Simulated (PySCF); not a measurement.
# Dipole moment and polarisability of `Cn1cccn1`

C4H6N2.
Cartesian coordinates in Å at the GFN2-xTB level; atoms count from 1:
```
atom  x, y, z in Å
C1    -1.844   -0.014    0.050
N2    -0.413   -0.088    0.014
C3     0.462    0.936   -0.045
C4     1.722    0.384   -0.064
C5     1.497   -0.998   -0.013
N6     0.205   -1.263    0.033
H7    -2.175    0.618    0.875
H8    -2.236    0.390   -0.887
H9    -2.225   -1.023    0.190
H10    0.134    1.956   -0.067
H11    2.661    0.895   -0.107
H12    2.214   -1.794   -0.006
```

Level: CAM-B3LYP/def2-SVPD (PySCF), static field, nuclei fixed, core orbitals frozen in the response. The polarisability tensor in these axes (au):

```
x   73.70 -2.23 -0.73
y   -2.23 61.65 -0.60
z   -0.73 -0.60 41.07
```

Task: What are the eigenvalues, a third of the trace, and Δα (Δα² = ½Σ(αi − αj)² over the three pairs)?

Result: Principal values 41.03, 61.28 and 74.11 au; mean 58.81 au = 8.71 Å³ = 9.70 × 10⁻⁴⁰ C²·m²/J; Δα = 28.89 au (49 % of the mean).

Task: What is the dipole moment, and where does it point?

Result: (-1.06, 2.10, -0.03) D, 2.36 D in size, pointing from the negative to the positive side. Measured along this direction, the outermost atoms are H12 at the negative end and H10 at the positive end.

Task: Find the Langevin capture rate constant for H3O+ (19.018 u) meeting this molecule (82.053 u), k = 2.342 × 10⁻⁹ cm³/s × √(α in Å³ / reduced mass in u).

Result: The reduced mass is 15.44 u, so k = 1.76 × 10⁻⁹ cm³/s. The formula leaves out the permanent dipole, which adds to the capture rate.

Task: What are the principal values of the traceless quadrupole moment, Θ = ½Σq(3rr − r²1), about the centre of nuclear charge?

Result: -4.79, -3.24, 8.04 D·Å. The values depend on the origin, since the dipole doesn't vanish. The electronic extent ⟨r²⟩ about the same centre is 482 bohr², a root-mean-square distance of 1.75 Å for the 44 electrons.

Task: Rayleigh depolarisation ratio (linearly polarised light, static tensor)?

Result: ρ = 3Δα²/(45ᾱ² + 4Δα²) = 2504.2/(155619 + 3338.9) = 0.0158.

Task: Form Σ f/ω² (atomic units) for the 8 lowest TDDFT singlets, given as eV and f, and set it beside the mean polarisability, which is this sum over all singlets: 6.65, 0.1222; 6.93, 0.0789; 6.94, 0.0036; 6.98, 0.0319; 7.07, 0.0123; 7.72, 0.0079; 7.91, 0.0014; 8.07, 0.0014.

Result: They add up to 4.12 au, 7.0 % of the 58.81 au; the largest single term is 2.04 au, from the state at 6.65 eV. Terms in order: 2.04, 1.22, 0.06, 0.48, 0.18, 0.10, 0.02, 0.02 au. Higher excitations give the rest. The strengths listed sum to 0.260.

Isolated species at its GFN2-xTB geometry, gas phase.

These values come from a run that also computed excited states. The run took 14 s wall on one thread of an x86-64 server, on a shared host.
